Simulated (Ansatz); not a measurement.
# CH3NSi: the cost of one run

Program: the Python package of Ansatz 0.2.0. Level of theory: Hartree-Fock/cc-pVDZ. These are calculated values, not measurements.

### 1 The structure

Bond lengths: N1–C2 1.224 Å, C2–Si3 1.896 Å, Si3–H4 1.396 Å, Si3–H5 1.509 Å, Si3–H6 1.497 Å. Angles: N1–C2–Si3 179.0°, C2–Si3–H4 111.7°, C2–Si3–H5 109.9°, C2–Si3–H6 110.9°, H4–Si3–H5 106.4°, H4–Si3–H6 110.7°, H5–Si3–H6 107.0°.

The script holds or builds the structure itself.

### 2 Script

states.py reads:

```python
'''Does a wider search find a lower mean-field state of CH3NSi?'''

import ansatz as az
import numpy as np

BASIS_SET = 'cc-pVDZ'
XC = 'hf'


def main() -> None:
    mol = (
        az.Crystal.molecule()
        .atom('N', (1.1632, -1.988, 1.1014))
        .atom('C', (0.5875, -1.0424, 0.5788))
        .atom('Si', (-0.2858, 0.4189, -0.2563))
        .atom('H', (-1.3701, -0.0007, -1.0297))
        .atom('H', (0.6653, 1.1158, -1.1977))
        .atom('H', (-0.718, 1.4324, 0.7573))
    )
    symbols = [site.symbol for site in mol.cartesian_sites]

    start = np.array([site.position_ang for site in mol.cartesian_sites])
    for factor in [1.0, 1.25, 1.6]:
        xyz = (start - start.mean(axis=0)) * factor
        scaled = az.Crystal.molecule()
        for symbol, place in zip(symbols, xyz):
            scaled = scaled.atom(symbol, place.tolist())
        calc = (
            scaled.calculation()
            .basis(gaussian=BASIS_SET)
            .functional(XC)
            .spin('collinear')
        )
        for search in ('off', 'standard'):
            try:
                report = calc.scf(lower_state_search=search).run(threads=1, pin='off').report
            except az.AnsatzError as error:
                print(f'x{factor} search {search}: {type(error).__name__}')
                continue
            state = report['mean_field']['state']
            print(f'all distances x{factor}, search {search:8s} E = {report["free_energy_ev"]:.5f} eV  <S^2> = {abs(state["spin_squared"]):.3f}  other states met: {len(report["mean_field"]["others"])}')


if __name__ == '__main__':
    main()
```

### 3 What the engine is handed

The engine receives this input (first run):

```yaml
crystal:
  periodic: [false, false, false]
  atoms:
    - { symbol: "N", position_ang: [1.1561833333333333, -1.9773333333333332, 1.1091] }
    - { symbol: C, position_ang: [0.5804833333333334, -1.0317333333333332, 0.5865] }
    - { symbol: Si, position_ang: [-0.29281666666666667, 0.42956666666666676, -0.24859999999999996] }
    - { symbol: H, position_ang: [-1.3771166666666668, 0.009966666666666789, -1.022] }
    - { symbol: H, position_ang: [0.6582833333333333, 1.1264666666666667, -1.19] }
    - { symbol: H, position_ang: [-0.7250166666666666, 1.4430666666666667, 0.765] }
basis:
  gaussian:
    orbitals: cc-pVDZ
hamiltonian:
  xc: hf
magnetization:
  spin_polarized: true
scf:
  lower_state_search: "off"
```

### 4 Running it

Run with:

```bash
python states.py
```

**Question.** How long does this script take on 1 thread of Arm Neoverse V2, shared host, and how much memory does it need?

About 12 s, with a peak of 0.2 GiB.
